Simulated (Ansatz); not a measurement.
The input, for Ansatz 0.2.0:

```yaml
crystal:
  periodic: [false, false, false]
  atoms:
    - {symbol: Al, position_ang: [0.000000, 0.670524, -2.164434]}
    - {symbol: Ga, position_ang: [0.000000, 0.203913, 1.066985]}
    - {symbol: P, position_ang: [0.000000, -1.078452, -0.592463]}
    - {symbol: H, position_ang: [0.000000, 1.085912, 2.338594]}
basis:
  gaussian: {orbitals: cc-pVDZ, fitting: {mean_field: def2-universal-jkfit}}
total_charge: 1
magnetization: {spin_polarized: false, initial_magnetization: 1}
correlation: {method: ccsd_t, electrons: valence}
accuracy: high
output: {forces: true}
```

```sh
$ ansatz run in.yaml --threads 1 --pin off --events-out ev --progress --plain --max-ram 2393MiB
```

Output:

```
540 factors; integrals over basis functions are off by at most 3.5e-1 eV
mean field evaluation 1: about -68194.1091 eV, gradient 2.4e1 eV
mean field evaluation 2: about -68195.3034 eV, gradient 1.9e1 eV
mean field evaluation 4: about -68197.1478 eV, gradient 7.6e-1 eV
mean field evaluation 8: about -68197.1919 eV, gradient 2.9e-3 eV
mean field evaluation 16: about -68197.1796 eV, gradient 3.6e-1 eV
mean field evaluation 32: about -68196.7228 eV, gradient 1.5e-2 eV
mean field evaluation 64: about -68194.6483 eV, gradient 2.8e0 eV
mean field evaluation 96: about -68194.1694 eV, gradient 7.3e-3 eV
mean field evaluation 128: about -68192.6601 eV, gradient 1.2e-2 eV
mean field evaluation 160: about -68194.1310 eV, gradient 3.3e0 eV
...
mean field -68197.19191014 eV, -2506.2005769807 hartree, gradient 1.8e-8 eV, S^2 0.750000; 7 other end points of the search recorded, 0 dependent functions left out
...
determinant -68197.19191014 eV, -2506.2005769807 hartree, with singles and doubles -68203.90195717 eV, -2506.4471666607 hartree
determinant -68196.72277226 eV, -2506.1833364815 hartree, with singles and doubles -68203.30073167 eV, -2506.4250720313 hartree
determinant -68194.51374722 eV, -2506.1021563087 hartree, with singles and doubles -68201.44193267 eV, -2506.3567624280 hartree
determinant -68194.16940503 eV, -2506.0895019666 hartree, with singles and doubles -68201.13198185 eV, -2506.3453719454 hartree
19 core orbitals not correlated: weight in the atoms' cores, before any rotation towards them, 1.000 or more for the frozen orbitals, at most 0.000 for the correlated occupied ones
reference -68197.19191014 eV, -2506.2005769807 hartree; 11, 10 occupied and 38, 39 virtual orbitals, 540 factors
second order -5.90179784 eV of doubles, -0.06226703 eV of singles
...
cycle  12  -6.71258333 eV  change    2.9e-7 eV  update   3.5e-7
cycle  13  -6.71258317 eV  change    1.6e-7 eV  update   1.4e-7
cycle  14  -6.71258312 eV  change    4.8e-8 eV  update   6.9e-8
cycle  15  -6.71258313 eV  change   -1.2e-8 eV  update   4.2e-8
cycle  16  -6.71258332 eV  change   -1.9e-7 eV  update   1.0e-7
cycle  17  -6.71258333 eV  change   -1.4e-8 eV  update   3.8e-8
cycle  18  -6.71258336 eV  change   -2.9e-8 eV  update   1.7e-8
cycle  19  -6.71258337 eV  change   -6.6e-9 eV  update   8.8e-9
cycle  20  -6.71258337 eV  change   -1.8e-9 eV  update   4.1e-9
cycle  21  -6.71258337 eV  change   9.7e-10 eV  update   1.8e-9
perturbative correction -0.37154709 eV, -0.0136541036 hartree
the calculation of the forces begins
Total energy: -68204.27604060 eV, -2506.4609139732 hartree
Atom 0 at     0.000000     0.670524    -2.164434 Å, force    -0.000000    -0.368996     0.472177 eV/Å
Atom 1 at     0.000000     0.203913     1.066985 Å, force    -0.000000     1.501043     1.564216 eV/Å
Atom 2 at     0.000000    -1.078452    -0.592463 Å, force     0.000000    -1.015382    -1.988933 eV/Å
Atom 3 at     0.000000     1.085912     2.338594 Å, force    -0.000000    -0.116665    -0.047460 eV/Å
Dipole moment:     0.000000     0.542523    -0.652319 e Å
```

Forces (eV/Å):
```
Al   0.000 -0.369  0.472
Ga   0.000  1.501  1.564
P    0.000 -1.015 -1.989
H    0.000 -0.117 -0.047
```

Ran on 1 thread of Arm Neoverse V1, shared host: 54 s wall, 0.3 GiB peak host memory.
